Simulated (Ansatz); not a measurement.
B(NH3)H3 (BNH₆), 8 atoms. Hardware: 4 threads of Arm Neoverse V2 on a shared host.

Correlated methods freeze 2 core orbitals.

(1) How many basis functions does each of these Ansatz runs have, and roughly what does it cost? r2SCAN-D4/def2-TZVP, charge 0 singlet, energy and forces, from earlier orbitals; HSE06-D4/def2-TZVP, charge 0 singlet, energy, from earlier orbitals; r2SCAN-D4/def2-TZVP, charge 0 singlet, frequencies; PBE0-D4/def2-SVP, charge 0 singlet, energy, from earlier orbitals; CCSD(T)/def2-TZVPD, charge 0 singlet, energy, from earlier orbitals; B3LYP-D4/6-31G, charge 0 singlet, energy; ωB97X-V/def2-TZVP, charge 0 singlet, energy, from earlier orbitals; PBE0-D4/def2-TZVP, charge 1 doublet at the geometry of the charge 0 singlet, energy; PBE0-D4/def2-TZVPD, charge -1 doublet at the geometry of the charge 0 singlet, energy; RPA@PBE/def2-TZVP, charge 0 singlet, energy, from earlier orbitals; PBE-D4/def2-TZVP, charge 0 triplet at the geometry of the charge 0 singlet, energy, from earlier orbitals; HF/STO-3G, charge 0 singlet, energy.

Results:

(1) Other jobs shared the machine, so times can vary by a factor of up to 3. A dash marks memory too small to be measured apart from the calling script's.

```
                                                                                                      run  functions  fitting or Cholesky vectors  wall time  peak host memory (GiB)
                                                                      HF/STO-3G, charge 0 singlet, energy         16                          218     0.05 s                       –
                                                                 B3LYP-D4/6-31G, charge 0 singlet, energy         30                          450      0.2 s                       –
                                        PBE0-D4/def2-SVP, charge 0 singlet, energy, from earlier orbitals         58                          674     0.25 s                       –
                                      HSE06-D4/def2-TZVP, charge 0 singlet, energy, from earlier orbitals         98                          588      0.5 s                       –
                                       RPA@PBE/def2-TZVP, charge 0 singlet, energy, from earlier orbitals         98                          693      0.6 s                       –
PBE-D4/def2-TZVP, charge 0 triplet at the geometry of the charge 0 singlet, energy, from earlier orbitals         98                          588     0.75 s                       –
                          r2SCAN-D4/def2-TZVP, charge 0 singlet, energy and forces, from earlier orbitals         98                          588      0.9 s                       –
                                       ωB97X-V/def2-TZVP, charge 0 singlet, energy, from earlier orbitals         98                          588      1.3 s                       –
                    PBE0-D4/def2-TZVPD, charge -1 doublet at the geometry of the charge 0 singlet, energy        128                          944      2.4 s                       –
                                      CCSD(T)/def2-TZVPD, charge 0 singlet, energy, from earlier orbitals        128                          930      2.5 s                    0.69
                      PBE0-D4/def2-TZVP, charge 1 doublet at the geometry of the charge 0 singlet, energy         98                          588      2.9 s                       –
                                                       r2SCAN-D4/def2-TZVP, charge 0 singlet, frequencies         98                          588       22 s                       –
```
